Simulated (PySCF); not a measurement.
C2HF3S.
Bonds: F1–C2, C2–F3, C2–F4, C2–C5, C5–S6 (double). Hydrogens: H7 on C5.

Theory: MP2 and CCSD/aug-cc-pVDZ in PySCF, restricted Hartree–Fock reference, 10 core orbitals frozen, non-relativistic, gas phase, PBE0-D3(BJ)/def2-SVP geometry.

E(HF) = -772.18913 Eh.

(1) How large is the problem?

(2) What are the MP2 and CCSD correlation energies?

(3) What is the T1 diagnostic?

(4) How does correlation change the dipole moment?

## Answers

(1) 151 basis functions and 56 electrons; 10 orbitals frozen, which leaves o = 18 correlated occupied and v = 123 virtual orbitals. That is o·v = 2214 singles and o·v(o·v + 1)/2 = 2452005 distinct closed-shell doubles amplitudes before symmetry; the costliest CCSD step grows as o²v⁴ = 7.4 × 10^10.

(2) MP2 -1.0099 Eh and CCSD -1.0356 Eh, which gives totals of -773.19899 and -773.22470 Eh. That is 0.783 eV for each correlated electron at CCSD (2719 kJ/mol in all, 0.134 % of the total energy); MP2 gives 97.5 % of the CCSD value.

(3) 0.0147, below the customary warning level of 0.02. It is the norm of the spatial-orbital singles amplitudes over the root of the number of correlated electrons, so the norm is 0.088.

(4) HF gives 1.50 D and CCSD (unrelaxed density) 1.31 D, a change of -0.19 D; the two vectors are 10° apart.

No triples correction and no basis-set extrapolation were made.

The values belong to the conformer `[F:1][C:2]([F:3])([F:4])[CH:5]=[S:6]`: F1–C2–C5–S6 -120°.
